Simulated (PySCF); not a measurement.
Geometry:
```tsv
atom	x (Å)	y (Å)	z (Å)
C1	-2.001	-0.998	0.185
C2	-1.391	0.261	-0.403
C3	0.106	0.364	-0.180
C4	0.664	1.686	-0.676
O5	0.702	-0.737	-0.841
C6	2.005	-1.027	-0.425
H7	-3.074	-1.048	-0.016
H8	-1.865	-1.030	1.270
H9	-1.533	-1.887	-0.239
H10	-1.575	0.303	-1.482
H11	-1.862	1.149	0.030
H12	0.309	0.270	0.901
H13	0.479	1.791	-1.748
H14	1.739	1.764	-0.504
H15	0.184	2.520	-0.159
H16	2.302	-1.957	-0.911
H17	2.722	-0.246	-0.708
H18	2.057	-1.165	0.664
```

Geometry: PBE0-D3(BJ)/def2-TZVP; GIAO shifts from PySCF, gas phase, non-relativistic, averaged over equivalent atoms.

At PBE0/pcSseg-2 (384 basis functions, 2.1 min wall time (4.3 min CPU) on 2 threads of an AMD EPYC, shared host):
```json
{"atoms": "C3", "δ (ppm)": "84.6"}
{"atoms": "C6", "δ (ppm)": "59.7"}
{"atoms": "C2", "δ (ppm)": "35.8"}
{"atoms": "C4", "δ (ppm)": "19.9"}
{"atoms": "C1", "δ (ppm)": "13.2"}
{"atoms": "O5", "δ (ppm)": "40.2"}
{"atoms": "H16/H17/H18", "δ (ppm)": "3.39"}
{"atoms": "H12", "δ (ppm)": "3.00"}
{"atoms": "H10", "δ (ppm)": "1.37"}
{"atoms": "H11", "δ (ppm)": "1.32"}
{"atoms": "H13/H14/H15", "δ (ppm)": "1.06"}
{"atoms": "H7/H8/H9", "δ (ppm)": "0.99"}
```

Referencing at the same level of theory: ¹³C (186.03 ppm) and ¹H (31.52 ppm) against TMS; ¹⁷O (329.54 ppm) vs H2O.

Question: What do these become at B97-2/pcSseg-2?

Answer: 
```
      atoms  δ at B97-2/pcSseg-2  change
         C3                 83.9    -0.7
         C6                 59.5    -0.2
         C2                 35.8    +0.0
         C4                 20.0    +0.1
         C1                 13.7    +0.5
         O5                 39.9    -0.3
H16/H17/H18                 3.38   -0.01
        H12                 3.01   +0.01
        H10                 1.38   +0.01
        H11                 1.33   +0.01
H13/H14/H15                 1.07   +0.01
   H7/H8/H9                 1.00   +0.01
```

Referencing at the same level of theory: ¹³C (σ = 185.38 ppm) and ¹H (σ = 31.64 ppm) vs TMS; ¹⁷O (σ = 327.66 ppm) vs H2O.

The largest change is at C3 (sp3 CH bonded to O). Cost: 384 basis functions, 110 s wall time (3.8 min CPU) on 2 threads of an AMD EPYC, shared host. The order of the carbon signals is the same at both levels.

Experimental scales use liquid or dissolved standards, which lie at an offset from isolated H2O (liquid H2O: subtract about 36 ppm).
